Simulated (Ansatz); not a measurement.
Rutile CrO2 was calculated with r²SCAN-D4 in Ansatz (PAW).

Numerical settings: plane-wave cutoff 560 eV, 12×12×18 k mesh (along the axes of the cell as run), Fermi–Dirac smearing 0.05 eV, spin-polarised with parallel moments, scalar-relativistic PAW data made under PBE.

The volume scan:

```
V (Å³/atom)  E − E_lowest (meV/atom)  P (GPa)
-----------  -----------------------  -------
8.966                          13.06    11.66
9.152                           3.14     5.49
9.339                           0.00     0.00
9.526                           2.90    -4.87
9.713                          11.15    -9.19
```

Q: Fit the third-order Birch–Murnaghan equation and give B0 and B′.

A: V0 = 9.339 Å³/atom, B0 = 258 GPa, B′ = 4.9 (fit to the energies at full precision).

Shape and atoms are relaxed at each volume.

Measured, for comparison: bulk modulus 242 ± 2 GPa (temperature not stated, not corrected to a static lattice, equation of state from high-pressure X-ray diffraction; as tabulated in Datta et al. (2023), arXiv:2307.04584). Computed (rounded) less measured: bulk modulus +7 %. A static lattice is as a rule a little smaller and stiffer than an uncorrected measurement, which narrows the difference in the bulk modulus and would widen misses of the other sign.

Note: the bulk modulus comes from volumes at which shape and atoms were relaxed.

Static lattice: no zero-point or thermal effects.

Ansatz is a quantum-chemistry and plane-wave program.
